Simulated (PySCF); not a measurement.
## Core-level binding energies of diethyl sulfide

Species: diethyl sulfide, C4H10S.
Numbering: `[CH3:1][CH2:2][S:3][CH2:4][CH3:5]`

Structure used (GFN2-xTB), in Å, numbered top down from 1:
```xyz
15
C4H10S angstrom
C     -2.168   -0.207    0.105
C     -1.183    0.813   -0.434
S     -0.064    0.105   -1.694
C      1.146   -0.765   -0.636
C      2.200    0.169   -0.072
H     -2.839    0.266    0.819
H     -1.653   -1.023    0.608
H     -2.757   -0.624   -0.709
H     -0.567    1.238    0.358
H     -1.704    1.619   -0.948
H      1.598   -1.513   -1.286
H      0.592   -1.271    0.153
H      2.908   -0.392    0.535
H      2.740    0.657   -0.879
H      1.746    0.937    0.552
```

The calculation used delta-SCF UKS SCAN, pcX-2 on the ionised atom, pcseg-1 elsewhere, spin-free X2C in PySCF. Binding energies are ΔSCF values: E(core-ionised, relaxed orbitals) − E(ground state) at a fixed geometry, referred to the vacuum level.

Problem. What binding energy does each computed site have?

Solution. 
```json
{"atom(s)": "C1/C5", "environment": "methyl carbon", "level": "C 1s", "binding energy (eV)": "290.61", "above the level's lowest (eV)": "0.00", "count": "2"}
{"atom(s)": "C2/C4", "environment": "sp3 carbon bound to sulfur", "level": "C 1s", "binding energy (eV)": "291.06", "above the level's lowest (eV)": "+0.45", "count": "2"}
{"atom(s)": "S3", "environment": "sulfide sulfur", "level": "S 1s", "binding energy (eV)": "2476.42", "above the level's lowest (eV)": "0.00", "count": "1"}
```

Lowest listed C 1s: C1/C5, bonded to C and 3 H. Highest, 0.45 eV above it: C2/C4, bonded to S, C and 2 H. Summing the Pauling electronegativity differences to the bonded atoms, each weighted by its formal bond order, gives -1.05 for the lowest site and -0.67 for the highest.

Problem. Which photon energy gives electrons from S 1s of S3 a kinetic energy of 20 eV, and what is their de Broglie wavelength?

Solution. hν = 2476.42 + 20 = 2496.42 eV, recoil neglected; λ = 12.264 Å/√(E/eV) = 2.74 Å.

Problem. Express the binding energy of S 1s of S3 in atomic units and per mole.

Solution. 2476.42 eV = 91.0068 Eh = 238938 kJ/mol.

The first atom of each set that the bonding makes equivalent was ionised and stands for the set. Not every level is listed. Geometry: GFN2-xTB, one conformer, isolated molecule.

Time: 36 s of wall time. Hardware: one thread, Arm Neoverse V2 (shared host).
